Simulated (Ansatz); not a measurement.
**Molecular dynamics of BH2O2, charge +1**

The input (input.yaml):

```yaml
crystal:
  periodic: [false, false, false]
  atoms:
    - { symbol: O, position_ang: [-0.844061, -0.012664, -0.955363] }
    - { symbol: B, position_ang: [-0.075891, 0.052075, 0.046552] }
    - { symbol: O, position_ang: [0.571368, 0.200211, 1.122307] }
    - { symbol: H, position_ang: [-1.131744, -0.702019, -1.588489] }
    - { symbol: H, position_ang: [1.480338, 0.462397, 1.374993] }
total_charge: 1
basis:
  gaussian: { orbitals: def2-SVP }
hamiltonian:
  xc: pbe
md:
  timestep: 0.25
  n_steps: 400
  ensemble: nvt_langevin
  temperature: 300.0
  initial_velocities: maxwell_boltzmann
  seed: 853191
  friction: 0.005
```

Run as:

```bash
$ ansatz run input.yaml --threads 1 --pin off --max-ram 2048MiB --backend cpu --events-out ev --progress --plain --runs-dir out
```

It starts from a relaxed structure.

Output, in part (step lines, the closing report, with atoms numbered from 0):

```
md step     0: t =     0.00 fs  T =   240.0 K  F+E_penalty+E_count = -4787.90221194 eV  E_kin = 0.155112 eV  (22 SCF iters)
md step     1: t =     0.25 fs  T =   243.1 K  F+E_penalty+E_count = -4787.90149449 eV  E_kin = 0.157113 eV  (23 SCF iters)
md step     2: t =     0.50 fs  T =   236.2 K  F+E_penalty+E_count = -4787.89932513 eV  E_kin = 0.152638 eV  (23 SCF iters)
md step     3: t =     0.75 fs  T =   230.0 K  F+E_penalty+E_count = -4787.89591563 eV  E_kin = 0.148649 eV  (23 SCF iters)
md step     4: t =     1.00 fs  T =   218.9 K  F+E_penalty+E_count = -4787.89154758 eV  E_kin = 0.141445 eV  (23 SCF iters)
md step     5: t =     1.25 fs  T =   206.5 K  F+E_penalty+E_count = -4787.88655057 eV  E_kin = 0.133475 eV  (23 SCF iters)
md step     6: t =     1.50 fs  T =   215.3 K  F+E_penalty+E_count = -4787.88100743 eV  E_kin = 0.139142 eV  (23 SCF iters)
md step     7: t =     1.75 fs  T =   214.2 K  F+E_penalty+E_count = -4787.87513679 eV  E_kin = 0.138423 eV  (23 SCF iters)
[... lines left out ...]
md step   397: t =    99.25 fs  T =   307.5 K  F+E_penalty+E_count = -4787.82569923 eV  E_kin = 0.198734 eV  (24 SCF iters)
md step   398: t =    99.50 fs  T =   299.2 K  F+E_penalty+E_count = -4787.82215193 eV  E_kin = 0.193369 eV  (24 SCF iters)
md step   399: t =    99.75 fs  T =   304.6 K  F+E_penalty+E_count = -4787.81792275 eV  E_kin = 0.196848 eV  (24 SCF iters)
md step   400: t =   100.00 fs  T =   307.7 K  F+E_penalty+E_count = -4787.81335712 eV  E_kin = 0.198889 eV  (23 SCF iters)
Total energy: -4787.81338220 eV, -175.9488964993 hartree
Atom 0 at    -0.918082     0.107319    -0.836249 Å, force    -0.052880     0.355289    -1.117286 eV/Å
Atom 1 at    -0.105065     0.097783     0.129849 Å, force     1.282106    -0.291456     2.052262 eV/Å
Atom 2 at     0.565427     0.030712     1.212338 Å, force    -1.920426     0.376619    -1.875688 eV/Å
Atom 3 at    -0.719168     0.486481    -1.733244 Å, force    -0.353137    -0.224178     0.360820 eV/Å
Atom 4 at     1.365699    -0.101187     1.711587 Å, force     1.044337    -0.216274     0.579892 eV/Å
Dipole moment:     0.454883     0.110936    -0.168387 e Å
```

The steps, from the saved trajectory:

```tsv
time (fs)	T (K)	potential energy less start (eV)
0.0	240	0.000
3.2	147	0.049
6.5	126	0.072
9.8	136	0.066
13.0	124	0.081
16.2	115	0.089
19.5	116	0.091
22.8	165	0.058
26.0	192	0.059
29.2	138	0.080
32.5	178	0.039
35.8	163	0.056
39.0	102	0.086
42.2	101	0.092
45.5	73	0.096
48.8	140	0.057
52.0	98	0.066
55.2	84	0.071
58.5	75	0.082
61.8	99	0.083
65.0	148	0.062
68.2	135	0.071
71.5	180	0.063
74.8	157	0.099
78.0	212	0.085
81.2	267	0.059
84.5	231	0.075
87.8	236	0.099
91.0	221	0.130
94.2	285	0.094
97.5	276	0.096
```

The run went to its last step. The mean temperature of the second half is 39 % below the set value. A run of 0.1 ps of so small a system gives no equilibrium averages. Limits of this set-up: the dipole of an ion depends on the origin.

The same pairs are bonded in the first frame and the last. Pairs count as bonded within 1.25 times the sum of covalent radii (0.12 Å more for H–H).

Last frame:

```xyz
5
Properties=species:S:1:pos:R:3
O -0.918 0.107 -0.836
B -0.105 0.098 0.130
O 0.565 0.031 1.212
H -0.719 0.486 -1.733
H 1.366 -0.101 1.712
```

The run took 4.6 min on 1 thread of Arm Neoverse V1, with other jobs on the host, peak memory 0.087 GiB.
